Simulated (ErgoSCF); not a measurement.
**B2 (SMILES B#B): levels of theory compared**

Aim: a comparison of 6 runs (UHF/STO-3G, UHF/3-21G, UHF/def2-SVP, USVWN5/3-21G, UPBE0/def2-SVP, USlater/cc-pVDZ) of B2. 

The calculation is run with ErgoSCF 3.8.

4 further runs of the same task are left out: 4 that didn't finish.

## (1) The structure to begin with

B2: 2 atoms, total charge 0, spin state triplet. SMILES: `B#B`. The shape is that of a GFN2-xTB optimisation.

Bond lengths: B1–B2 1.405 Å.

## (2) The energy at UHF/STO-3G (run 1)

Contents of job.ego:

```
set_nthreads(1)
basis = "STO-3G"
scf.max_number_of_iterations = 120
spin_polarization = 2
scf.output_mulliken_pop = 1
scf.use_diagonalization = 1
tmpdir = "."
molecule_inline Angstrom
B        0.000000       0.000000       0.000000
B        0.000000       0.000000       1.405120
EOF
run "HF"
```

The basis set STO-3G is read from a file made from the Basis Set Exchange's data (not shown).

The run is started by

```bash
$ ergo < job.ego
```

Output:

```text
[...]
INSC SCF_general constructor, number of basis functions: 10
[...]
INSC Energy   1 =        -33.62944367505
[...]
INDE E_LUMO =          0.18974421885
[...]
INSC Energy   9 =        -48.32780639636  ( diff     -0.000000000075573 )
[...]
RESC CONVERGED after   9 iterations.
RESC FINAL ENERGY:        -48.32780639636
RESC FINAL <S2> =          2.09373817359
[...]
INSC SCF: dipole_moment_x [atomic units] =      -0.00000000
INSC SCF: dipole_moment_y [atomic units] =      -0.00000000
INSC SCF: dipole_moment_z [atomic units] =       0.00000000
[...]
```

Wall time 0.54 s (1 thread of Arm Neoverse V1, shared host); peak memory 0.26 GiB.

## (3) A single-point energy at UHF/3-21G (run 2)

Contents of input.ego:

```
set_nthreads(1)
molecule_inline Angstrom
B  0.000000 0.000000 0.000000
B  0.000000 0.000000 1.405120
EOF
scf.max_number_of_iterations = 120
tmpdir = "."
scf.output_mulliken_pop = 1
spin_polarization = 2
basis = "3-21G"
scf.use_diagonalization = 1
run "HF"
```

The basis set 3-21G is read from a file made from the Basis Set Exchange's data (not shown).

The run is started by

```bash
$ ergo < input.ego
```

Output:

```text
[...]
INSC SCF_general constructor, number of basis functions: 18
[...]
INSC Energy   1 =        -24.81728469636
[...]
INDE E_LUMO =          0.00387820547
[...]
INSC Energy  10 =        -48.75073048739  ( diff     -0.000000000028720 )
[...]
RESC CONVERGED after  10 iterations.
RESC FINAL ENERGY:        -48.75073048739
RESC FINAL <S2> =          2.07377990110
[...]
INSC SCF: dipole_moment_x [atomic units] =       0.00000000
INSC SCF: dipole_moment_y [atomic units] =       0.00000000
INSC SCF: dipole_moment_z [atomic units] =       0.00000000
[...]
```

It took 0.58 s on 1 thread of Arm Neoverse V1, shared host; peak memory 0.26 GiB.

Runs 3 to 4 aren't shown in full; the table further down has their settings and results.

## (4) The energy at UPBE0/def2-SVP (run 5)

Contents of job.ego:

```
set_nthreads(1)
molecule_inline Angstrom
B  0.000000 0.000000 0.000000
B  0.000000 0.000000 1.405120
EOF
spin_polarization = 2
XC.sparse_mode = 0
scf.output_mulliken_pop = 1
scf.use_diagonalization = 1
XC.angint = 41
scf.max_number_of_iterations = 120
XC.radint = 1e-11
basis = "def2-SVP"
tmpdir = "."
run "PBE0"
```

The basis set def2-SVP is read from a file made from the Basis Set Exchange's data (not shown).

The run is started by

```bash
$ ergo job.ego
```

Output:

```text
[...]
INDF Weighted mixed functional:
[...]
INSC Energy   1 =        -18.53241120612
[...]
INDE E_LUMO =         -0.15118560978
[...]
INSC Energy  10 =        -49.25738690277  ( diff      0.000000000085066 )
[...]
RESC CONVERGED after  10 iterations.
RESC FINAL ENERGY:        -49.25738690277
RESC FINAL <S2> =          2.00524366709
[...]
INSC SCF: dipole_moment_x [atomic units] =      -0.00000000
INSC SCF: dipole_moment_y [atomic units] =      -0.00000000
INSC SCF: dipole_moment_z [atomic units] =       0.00000000
[...]
```

It took 2 s on 1 thread of Arm Neoverse V1, shared host; peak memory 0.26 GiB.

## (5) A single-point energy at USlater/cc-pVDZ (Cartesian functions) (run 6)

Contents of mol.xyz:

```xyz
2

B      0.000000     0.000000     0.000000
B      0.000000     0.000000     1.405120
```

The run is started by

```bash
$ ergo -m mol.xyz -e 'set_nthreads(1)' -e 'XC.type = "LMG"' -e 'scf.output_mulliken_pop = 1' -e 'scf.use_diagonalization = 1' -e 'use_6_d_functions = 1' -e 'tmpdir = "."' -e 'basis = "cc-pVDZ"' -e 'scf.convergence_threshold = 1e-05' -e 'spin_polarization = 2' -e 'XC.sparse_mode = 0' -e 'scf.max_number_of_iterations = 80' -e 'run "Slater"'
```

Output:

```text
[...]
INMA  use_6_d_functions := 1
[...]
INSC Energy   1 =        -19.23413616865
[...]
INDE E_LUMO =         -0.12818447518
[...]
INSC Energy   8 =        -48.21763334599  ( diff     -0.000000020209953 )
[...]
RESC CONVERGED after   8 iterations.
RESC FINAL ENERGY:        -48.21763334599
RESC FINAL <S2> =          2.00598213917
[...]
INSC SCF: dipole_moment_x [atomic units] =      -0.00000000
INSC SCF: dipole_moment_y [atomic units] =       0.00000000
INSC SCF: dipole_moment_z [atomic units] =      -0.00000002
[...]
```

Run time: 0.94 s. Hardware: 1 thread of Arm Neoverse V1, shared host; peak memory 0.26 GiB.

## (6) All runs side by side

```csv
run,level,integration grid,radint,energy (Eh),dipole moment (D),⟨S²⟩,wall time
1,UHF/STO-3G,–,–,-48.327806,0.00,2.094,0.54 s
2,UHF/3-21G,–,–,-48.750730,0.00,2.074,0.58 s
3,UHF/def2-SVP,–,–,-48.986047,0.00,2.096,1.4 s
4,USVWN5/3-21G,Turbo,1e-11,-48.527737,0.00,2.002,0.84 s
5,UPBE0/def2-SVP,Turbo,1e-11,-49.257387,0.00,2.005,2 s
6,USlater/cc-pVDZ (Cartesian functions),LMG,–,-48.217633,0.00,2.006,0.94 s
```

## (7) Summary of results

| quantity | value |
| --- | --- |
| run 6: total energy | -48.21763 Eh |
| run 6: dipole moment | 0.00 D |
| run 6: ⟨S²⟩ | 2.006 |

In words: Totals of different functionals can't be ranked against each other. In run 1 the basis is minimal, so the values are rough. All runs together took 6.3 s, the longest 2 s.
